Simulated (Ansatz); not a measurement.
Total energies of Me2S2 (C2H6S2) from Ansatz at PBE-D4/def2-TZVP, gas phase (1 Eh = 27.2114 eV = 2625.5 kJ/mol). The reference geometry is relaxed at PBE-D4/def2-SVP.

```json
{"state": "charge 0 singlet", "geometry": "reference", "energy (Eh)": "-875.82125"}
{"state": "charge 1 doublet", "geometry": "reference", "energy (Eh)": "-875.50553"}
{"state": "charge 1 doublet", "geometry": "relaxed at PBE-D4/def2-SVP", "energy (Eh)": "-875.53047"}
{"state": "free C atom (triplet)", "geometry": "–", "energy (Eh)": "-37.79597"}
{"state": "free S atom (triplet)", "geometry": "–", "energy (Eh)": "-397.93833"}
{"state": "free H atom (doublet)", "geometry": "–", "energy (Eh)": "-0.49962"}
```

(1) Work out the vertical ionisation energy to the doublet.

(2) How much does the charge 1 doublet relax, and what is the adiabatic ionisation energy?

(3) What is the binding energy per atom against free atoms?

(1) E(charge 1 doublet) − E(charge 0 singlet) = -875.50553 − (-875.82125) = 0.31572 Eh = 8.59 eV. For comparison, −ε of the highest occupied level is 5.55 eV at this level, 3.04 eV less.

(2) Relaxation: -875.50553 − (-875.53047) = 0.02494 Eh = 0.68 eV. Adiabatic ionisation energy: 0.29078 Eh = 7.91 eV, without zero-point energy. 

(3) Atoms: 2 × (-37.79597) + 2 × (-397.93833) + 6 × (-0.49962) = -874.46632 Eh. Binding: -874.46632 − (-875.82125) = 1.35493 Eh = 36.87 eV, or 3.69 eV for each of 10 atoms (no zero-point energy, no counterpoise term).

At PBE-D4/def2-TZVP the gap within one spin of the charge 1 doublet nearly closes, so an electron or hole may be smeared out by delocalisation error.
